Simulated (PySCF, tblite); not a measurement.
# PNH₄: protonation, part 2 of 2

tblite 0.8.0 and PySCF 2.14.0. Atoms count from 0. Earlier steps stand in the parts before.

## Step 14: Single point (PNH5+): wavefunction

Geometry: PBE0-D3(BJ)/def2-SVP.

Job settings and geometry (Å):

```
{"job": {"kind": "sp", "xc": "CCSD(T)", "basis": "ma-def2-TZVP", "grid": 2}, "charge": 1, "multiplicity": 1}
N      1.092363     0.524445     0.087565
P     -0.428718    -0.060135     0.078713
H      1.871988    -0.053853    -0.219474
H     -0.637824    -0.767087    -1.120914
H     -1.331796     1.019094     0.127640
H     -0.812390    -0.938646     1.122219
H      1.352496     1.283490     0.714243
```

Level: wavefunction single point, frozen core, gas phase.

Output:

```text
final grid: 49784 points
cycle   1  E = -397.8351717339  dE =  4.033e-01  |g| = 3.844e-01  |ddm| = 1.680e+00
cycle   2  E = -397.8891301720  dE = -5.396e-02  |g| = 1.146e-01  |ddm| = 3.868e-01
cycle   3  E = -397.8929827539  dE = -3.853e-03  |g| = 3.297e-02  |ddm| = 1.150e-01
cycle   4  E = -397.8934337611  dE = -4.510e-04  |g| = 5.932e-03  |ddm| = 2.943e-02
cycle   5  E = -397.8934558948  dE = -2.213e-05  |g| = 1.251e-03  |ddm| = 6.605e-03
cycle   6  E = -397.8934570111  dE = -1.116e-06  |g| = 3.171e-04  |ddm| = 2.333e-03
cycle   7  E = -397.8934570609  dE = -4.983e-08  |g| = 1.540e-04  |ddm| = 4.576e-04
cycle   8  E = -397.8934570702  dE = -9.285e-09  |g| = 2.885e-05  |ddm| = 1.993e-04
converged SCF energy = -397.8934570702
E(HF, exact integrals) = -397.8934872535
E(MP2) = -398.2457157518
E(CCSD) = -398.2785193705
E(CCSD(T)) = -398.2913124836
T1 diagnostic = 0.0105
```

Run time: 21 s. Hardware: 1 thread of Arm Neoverse V2, shared host; peak memory 0.79 GiB.

## Step 15: Protonation: CCSD(T)/ma-def2-TZVP

This step combines the energies above: geometries from PBE0-D3(BJ)/def2-SVP, zero-point and thermal terms from PBE0-D3(BJ)/def2-SVP.

Job settings and geometry (Å):

```
{"job": {"kind": "pa", "geom": {"xc": "PBE0", "basis": "def2-SVP", "d3": "d3bj", "grid": 1}, "hess": 1, "level": {"xc": "CCSD(T)", "basis": "ma-def2-TZVP"}}, "charge": 0, "multiplicity": 1}
N      1.144419     0.654767    -0.092194
P     -0.274718     0.002913     0.012034
H      1.913443    -0.011675    -0.142603
H     -0.826791    -0.835260    -1.021832
H     -1.262964     1.011194     0.072540
H     -0.676504    -0.817044     1.126652
```

Output (the driver's rows laid out field by field):

```text
protonation site by site, CCSD(T)/ma-def2-TZVP // PBE0-D3(BJ)/def2-SVP

row 1
  formula                 H5NP
  charge                  1
  multiplicity            1
  smiles                  N[PH3+]
  kept                    yes
  pieces                  1
  point_group             Cs
  atom                    0
  element                 N
  electronic              980.29
  enthalpy                950.75
  free_energy             921.38
  share_gas               1.0
```

Run time: 38 s. Hardware: 1 thread of Arm Neoverse V2, shared host; peak memory 0.79 GiB.

Energy given off on adding a proton (kJ/mol, gas phase, 298 K for the thermal columns):

```csv
site,product,electronic,enthalpy,free energy
N0,N[PH3+],980.3,950.8,921.4
```

## Step 16: Single point (PNH₄): wavefunction

Geometry: PBE0-D3(BJ)/def2-SVP.

Job settings and geometry (Å):

```
{"job": {"kind": "sp", "xc": "MP2", "basis": "ma-def2-TZVP", "grid": 2}, "charge": 0, "multiplicity": 1}
N      1.144419     0.654767    -0.092194
P     -0.274718     0.002913     0.012034
H      1.913443    -0.011675    -0.142603
H     -0.826791    -0.835260    -1.021832
H     -1.262964     1.011194     0.072540
H     -0.676504    -0.817044     1.126652
```

Level: wavefunction single point, frozen core, gas phase.

Output:

```text
final grid: 44408 points
cycle   1  E = -397.4414696691  dE =  1.033e-01  |g| = 4.550e-01  |ddm| = 1.643e+00
cycle   2  E = -397.4839626337  dE = -4.249e-02  |g| = 2.929e-01  |ddm| = 5.099e-01
cycle   3  E = -397.5034933704  dE = -1.953e-02  |g| = 5.238e-02  |ddm| = 2.215e-01
cycle   4  E = -397.5045439988  dE = -1.051e-03  |g| = 1.229e-02  |ddm| = 4.792e-02
cycle   5  E = -397.5046267833  dE = -8.278e-05  |g| = 3.221e-03  |ddm| = 1.581e-02
cycle   6  E = -397.5046341330  dE = -7.350e-06  |g| = 1.183e-03  |ddm| = 5.377e-03
cycle   7  E = -397.5046356044  dE = -1.471e-06  |g| = 4.260e-04  |ddm| = 2.996e-03
cycle   8  E = -397.5046358243  dE = -2.199e-07  |g| = 9.624e-05  |ddm| = 1.458e-03
cycle   9  E = -397.5046358340  dE = -9.689e-09  |g| = 2.609e-05  |ddm| = 2.864e-04
converged SCF energy = -397.5046358340
E(HF, exact integrals) = -397.5046661167
E(MP2) = -397.8755380895
```

Wall time 1.3 s (1 thread of Arm Neoverse V2, shared host).

## Step 17: Single point (PNH₅+): wavefunction

Geometry: PBE0-D3(BJ)/def2-SVP.

Job settings and geometry (Å):

```
{"job": {"kind": "sp", "xc": "MP2", "basis": "ma-def2-TZVP", "grid": 2}, "charge": 1, "multiplicity": 1}
N      1.092363     0.524445     0.087565
P     -0.428718    -0.060135     0.078713
H      1.871988    -0.053853    -0.219474
H     -0.637824    -0.767087    -1.120914
H     -1.331796     1.019094     0.127640
H     -0.812390    -0.938646     1.122219
H      1.352496     1.283490     0.714243
```

With the program's defaults for keys left out, this is: wavefunction single point, frozen core, gas phase.

Output:

```text
final grid: 49784 points
cycle   1  E = -397.8351717339  dE =  4.033e-01  |g| = 3.844e-01  |ddm| = 1.680e+00
cycle   2  E = -397.8891301720  dE = -5.396e-02  |g| = 1.146e-01  |ddm| = 3.868e-01
cycle   3  E = -397.8929827539  dE = -3.853e-03  |g| = 3.297e-02  |ddm| = 1.150e-01
cycle   4  E = -397.8934337611  dE = -4.510e-04  |g| = 5.932e-03  |ddm| = 2.943e-02
cycle   5  E = -397.8934558948  dE = -2.213e-05  |g| = 1.251e-03  |ddm| = 6.605e-03
cycle   6  E = -397.8934570111  dE = -1.116e-06  |g| = 3.171e-04  |ddm| = 2.333e-03
cycle   7  E = -397.8934570609  dE = -4.983e-08  |g| = 1.540e-04  |ddm| = 4.576e-04
cycle   8  E = -397.8934570702  dE = -9.285e-09  |g| = 2.885e-05  |ddm| = 1.993e-04
converged SCF energy = -397.8934570702
E(HF, exact integrals) = -397.8934872535
E(MP2) = -398.2457157600
```

Wall time 1.5 s (1 thread of Arm Neoverse V2, shared host).

## Step 18: Protonation: MP2/ma-def2-TZVP

This step combines the energies above: geometries from PBE0-D3(BJ)/def2-SVP, zero-point and thermal terms from PBE0-D3(BJ)/def2-SVP.

Job settings and geometry (Å):

```
{"job": {"kind": "pa", "geom": {"xc": "PBE0", "basis": "def2-SVP", "d3": "d3bj", "grid": 1}, "hess": 1, "level": {"xc": "MP2", "basis": "ma-def2-TZVP"}}, "charge": 0, "multiplicity": 1}
N      1.144419     0.654767    -0.092194
P     -0.274718     0.002913     0.012034
H      1.913443    -0.011675    -0.142603
H     -0.826791    -0.835260    -1.021832
H     -1.262964     1.011194     0.072540
H     -0.676504    -0.817044     1.126652
```

Output (the driver's rows laid out field by field):

```text
protonation site by site, MP2/ma-def2-TZVP // PBE0-D3(BJ)/def2-SVP

row 1
  formula                 H5NP
  charge                  1
  multiplicity            1
  smiles                  N[PH3+]
  kept                    yes
  pieces                  1
  point_group             Cs
  atom                    0
  element                 N
  electronic              971.9
  enthalpy                942.37
  free_energy             912.99
  share_gas               1.0
```

It took 2.9 s on 1 thread of Arm Neoverse V2, shared host.

Energy given off on adding a proton (kJ/mol, gas phase, 298 K for the thermal columns):

```
site  product  electronic  enthalpy  free energy
  N0  N[PH3+]       971.9     942.4        913.0
```

## Step 19: Single point (PNH4): HF/ma-def2-TZVP

Geometry: PBE0-D3(BJ)/def2-SVP.

Job settings and geometry (Å):

```
{"job": {"kind": "sp", "xc": "HF", "basis": "ma-def2-TZVP", "grid": 2}, "charge": 0, "multiplicity": 1}
N      1.144419     0.654767    -0.092194
P     -0.274718     0.002913     0.012034
H      1.913443    -0.011675    -0.142603
H     -0.826791    -0.835260    -1.021832
H     -1.262964     1.011194     0.072540
H     -0.676504    -0.817044     1.126652
```

Output:

```text
final grid: 44408 points
cycle   1  E = -397.4414696691  dE =  1.033e-01  |g| = 4.550e-01  |ddm| = 1.643e+00
cycle   2  E = -397.4839626337  dE = -4.249e-02  |g| = 2.929e-01  |ddm| = 5.099e-01
cycle   3  E = -397.5034933704  dE = -1.953e-02  |g| = 5.238e-02  |ddm| = 2.215e-01
cycle   4  E = -397.5045439988  dE = -1.051e-03  |g| = 1.229e-02  |ddm| = 4.792e-02
cycle   5  E = -397.5046267833  dE = -8.278e-05  |g| = 3.221e-03  |ddm| = 1.581e-02
cycle   6  E = -397.5046341330  dE = -7.350e-06  |g| = 1.183e-03  |ddm| = 5.377e-03
cycle   7  E = -397.5046356044  dE = -1.471e-06  |g| = 4.260e-04  |ddm| = 2.996e-03
cycle   8  E = -397.5046358243  dE = -2.199e-07  |g| = 9.624e-05  |ddm| = 1.458e-03
cycle   9  E = -397.5046358340  dE = -9.689e-09  |g| = 2.609e-05  |ddm| = 2.864e-04
converged SCF energy = -397.5046358340
```

It took 0.28 s on 1 thread of Arm Neoverse V2, shared host.

## Step 20: Single point (PNH5+): HF/ma-def2-TZVP

Geometry: PBE0-D3(BJ)/def2-SVP.

Job settings and geometry (Å):

```
{"job": {"kind": "sp", "xc": "HF", "basis": "ma-def2-TZVP", "grid": 2}, "charge": 1, "multiplicity": 1}
N      1.092363     0.524445     0.087565
P     -0.428718    -0.060135     0.078713
H      1.871988    -0.053853    -0.219474
H     -0.637824    -0.767087    -1.120914
H     -1.331796     1.019094     0.127640
H     -0.812390    -0.938646     1.122219
H      1.352496     1.283490     0.714243
```

Output:

```text
final grid: 49784 points
cycle   1  E = -397.8351717339  dE =  4.033e-01  |g| = 3.844e-01  |ddm| = 1.680e+00
cycle   2  E = -397.8891301720  dE = -5.396e-02  |g| = 1.146e-01  |ddm| = 3.868e-01
cycle   3  E = -397.8929827539  dE = -3.853e-03  |g| = 3.297e-02  |ddm| = 1.150e-01
cycle   4  E = -397.8934337611  dE = -4.510e-04  |g| = 5.932e-03  |ddm| = 2.943e-02
cycle   5  E = -397.8934558948  dE = -2.213e-05  |g| = 1.251e-03  |ddm| = 6.605e-03
cycle   6  E = -397.8934570111  dE = -1.116e-06  |g| = 3.171e-04  |ddm| = 2.333e-03
cycle   7  E = -397.8934570609  dE = -4.983e-08  |g| = 1.540e-04  |ddm| = 4.576e-04
cycle   8  E = -397.8934570702  dE = -9.285e-09  |g| = 2.885e-05  |ddm| = 1.993e-04
converged SCF energy = -397.8934570702
```

Run time: 0.31 s. Hardware: 1 thread of Arm Neoverse V2, shared host.

## Step 21: Protonation: HF/ma-def2-TZVP

This step combines the energies above: geometries from PBE0-D3(BJ)/def2-SVP, zero-point and thermal terms from PBE0-D3(BJ)/def2-SVP.

Job settings and geometry (Å):

```
{"job": {"kind": "pa", "geom": {"xc": "PBE0", "basis": "def2-SVP", "d3": "d3bj", "grid": 1}, "hess": 1, "level": {"xc": "HF", "basis": "ma-def2-TZVP"}}, "charge": 0, "multiplicity": 1}
N      1.144419     0.654767    -0.092194
P     -0.274718     0.002913     0.012034
H      1.913443    -0.011675    -0.142603
H     -0.826791    -0.835260    -1.021832
H     -1.262964     1.011194     0.072540
H     -0.676504    -0.817044     1.126652
```

Output (the driver's rows laid out field by field):

```text
protonation site by site, HF/ma-def2-TZVP // PBE0-D3(BJ)/def2-SVP

row 1
  formula                 H5NP
  charge                  1
  multiplicity            1
  smiles                  N[PH3+]
  kept                    yes
  pieces                  1
  point_group             Cs
  atom                    0
  element                 N
  electronic              1020.85
  enthalpy                991.31
  free_energy             961.94
  share_gas               1.0
```

Wall time 0.64 s (1 thread of Arm Neoverse V2, shared host).

Energy given off on adding a proton (kJ/mol, gas phase, 298 K for the thermal columns):

```
site  product  electronic  enthalpy  free energy
  N0  N[PH3+]      1020.9     991.3        961.9
```

## Step 22: Outcome

The summary covers parts 1 to 2.

| quantity | value |
| --- | --- |
| strongest single infrared mode (GFN2-xTB) | 1264 cm⁻¹, 232 km/mol |
| zero-point energy (GFN2-xTB) | 25.2 kcal/mol |
| point group | Cs |
| rotational constants (main isotopes) | 91.41, 15.60, 15.20 GHz |
| proton affinity (−ΔH), N0 (M06-2X/def2-TZVP) | 952.5 kJ/mol |
| proton affinity (−ΔH), N0 (CCSD(T)/ma-def2-TZVP) | 950.8 kJ/mol |
| proton affinity (−ΔH), N0 (MP2/ma-def2-TZVP) | 942.4 kJ/mol |
| proton affinity (−ΔH), N0 (HF/ma-def2-TZVP) | 991.3 kJ/mol |

In words: All 12 modes are real, so the xTB geometry is a minimum. The strongest single mode, at 1264 cm⁻¹, moves mainly N0 and P1. GFN2-xTB is a fitted tight-binding method: band positions and strengths are rough. Its intensities can rank the bands wrongly. Over 3 steps the energy fell by 0.080 eV; of the close pairs, P1–H5 changed most, 1.400 to 1.441 Å (PBE0/def2-SVP). The proton affinity (−ΔH) at N0 is 952.5 kJ/mol at M06-2X/def2-TZVP; zero-point and thermal terms move it by -29.6 kJ/mol from the electronic value.
